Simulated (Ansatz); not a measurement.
The first iterations of a band of ClH3Si + H (6 atoms, charge 0, multiplicity 2).

Method: UKS B3LYP/cc-pVDZ (Ansatz 0.2.0).

```
movable images  : 5
climbing image  : yes
spring          : 5.0 eV/Å²
optimiser       : quadratic models (default)
start path      : through a guess of the saddle point
force threshold : 0.03 eV/Å
iteration limit : 60
end points      : relaxed
```

First end point:

```xyz
6
Properties=species:S:1:pos:R:3
Si 0.003 0.000 -0.212
Cl 0.039 0.000 1.888
H 1.412 0.000 -0.698
H -0.710 1.226 -0.670
H -0.710 -1.226 -0.670
H -0.033 0.000 5.333
```

Last end point:

```xyz
6
Properties=species:S:1:pos:R:3
Si -0.001 0.000 -0.550
Cl 0.002 0.000 3.628
H 1.424 0.000 -1.012
H -0.714 1.234 -1.010
H -0.714 -1.234 -1.010
H 0.003 0.000 4.926
```

| iteration | highest image above the first end (eV) | largest band force component (eV/Å) |
| --- | --- | --- |
| 1 | 0.625 | 3.353 |
| 2 | 0.858 | 2.078 |
| 3 | 0.515 | 5.328 |

**Question.** Does the band converge within its limit, and where does its top end?

**Answer.** The forces met the threshold. It ended after 11 iterations with the highest image 0.573 eV above the first end. A vibrational analysis at the climbing image gives one clearly imaginary mode, 607i cm⁻¹: a first-order saddle point.

Time of the run: 94 s on 1 thread of Intel(R) Xeon(R) Platinum 8488C (Sapphire Rapids), with other jobs on the host, peak memory 0.15 GiB.
